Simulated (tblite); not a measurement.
Question: Give a GFN2-xTB geometry of InChI=1S/C2HFN2O/c3-2-5-4-1-6-2/h1H.

Answer: 
```
atom  x, y, z in Å
F1     2.228   -0.518   -0.085
C2     1.008   -0.071   -0.031
N3     0.617    1.149    0.052
N4    -0.731    1.097    0.079
C5    -1.067   -0.141    0.011
O6     0.004   -0.961   -0.063
H7    -2.056   -0.549    0.008
```

Orientation and origin are arbitrary. Atoms count from 1 in this order. The 6 heavy atoms lie in one plane (0.000 Å rms). N4 (pyridine-type nitrogen) is bent (angle 107.3°). The 5-membered ring C2–N3–N4–C5–O6 has internal angles of 100.9° to 113.8°; it is planar, 0.00 Å rms from its mean plane, widest ring torsion 0°. N3 (pyridine-type nitrogen) is bent (angle 105.6°).

Bonds between heavy atoms (Å): F1–C2 1.301, C2–N3 1.284, N3–N4 1.350, N4–C5 1.285, C5–O6 1.350, C2–O6 1.342.

Computed geometry: GFN2-xTB, gas phase.

Point group: Cs (every atom within 0.08 Å of its image). Its GFN2-xTB frequencies are all real (lowest 308 cm⁻¹).
